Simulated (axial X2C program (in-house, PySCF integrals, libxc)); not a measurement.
CF⁺: from the spin-free to the two-component result

All values were computed with an in-house all-electron X2C program for linear molecules (integrals from PySCF). Spin-free means the one-electron spin-free X2C Hamiltonian; two-component (2c) means X2C with spin–orbit coupling and atomic mean-field two-electron Coulomb and Gaunt terms, so the difference of the two also holds small scalar two-electron terms. Basis: F dyall-av3z [7s6p3d2f], C dyall-v3z [7s6p2d1f] (cores contracted in-house); Gaussian nuclei, density fitting, unrestricted open shells. Masses: F 18.998 u, C 12.000 u.

Spin-free state: M_S = 0, Λ = 0 (closed shell); fragments F + C+.

```json
{"level": "PBE0", "Re (Å)": "1.153", "ωe (cm⁻¹)": "1814.8", "De (eV)": "7.975", "μ (D)": "1.01"}
{"level": "HF", "Re (Å)": "1.132", "ωe (cm⁻¹)": "1972.7", "De (eV)": "5.446", "μ (D)": "1.24"}
{"level": "MP2", "Re (Å)": "1.158", "ωe (cm⁻¹)": "1806.5", "De (eV)": "8.077", "μ (D)": "n/a"}
{"level": "CCSD", "Re (Å)": "1.156", "ωe (cm⁻¹)": "1820.7", "De (eV)": "7.455", "μ (D)": "n/a"}
{"level": "CCSD(T)", "Re (Å)": "1.162", "ωe (cm⁻¹)": "1773.4", "De (eV)": "7.696", "μ (D)": "n/a"}
{"level": "M06", "Re (Å)": "1.150", "ωe (cm⁻¹)": "1847.2", "De (eV)": "8.056", "μ (D)": "1.03"}
```

Correlated methods: 10 electrons correlated (number of frozen shells: F 1 s; C 1 s), 172 virtual spin orbitals or spinors in MP2, 88 natural virtuals in coupled cluster.

Dipoles are positive if C is the positive end and refer to the centre of mass.

Two-component determinant lowest at the distance of the search:

Ω = 0 (closed shell); fragments F + C+.

| level | Re (Å) | ωe (cm⁻¹) | De (eV) | μ (D) |
| --- | --- | --- | --- | --- |
| PBE0 | 1.153 | 1814.9 | 7.977 | 1.01 |
| HF | 1.132 | 1972.7 | 5.403 | 1.24 |
| MP2 | 1.158 | 1806.4 | 8.070 | n/a |
| CCSD | 1.156 | 1821.4 | 7.442 | n/a |
| CCSD(T) | 1.162 | 1774.3 | 7.681 | n/a |
| M06 | 1.150 | 1847.1 | 8.060 | 1.03 |

(1) From the two tables, how do the constants change at the CCSD(T) level (2c against spin-free)?

The state is one determinant whose occupation by symmetry is held fixed; it was picked as the lowest of a PBE0 search that is not exhaustive. The closed shell is kept restricted, so the energy runs too high when the bond is stretched far. De is counted from the lowest determinant-based energies of the atoms at the same level, without counterpoise correction. CCSD and (T) use frozen natural virtuals with an MP2 correction for the truncation; (T) itself is uncorrected, so its De runs slightly low. The 2c atoms are single determinants rather than J levels; their spin–orbit lowering is only partly caught, and De is too large by that part. This holds for PBE0, M06. The functionals have no current-density term, which raises determinants with orbital currents, atoms included.

Answers

(1) At the CCSD(T) level Re is unchanged within 0.001 Å and ωe rises by 0.9 cm⁻¹; De changes by -0.015 eV.
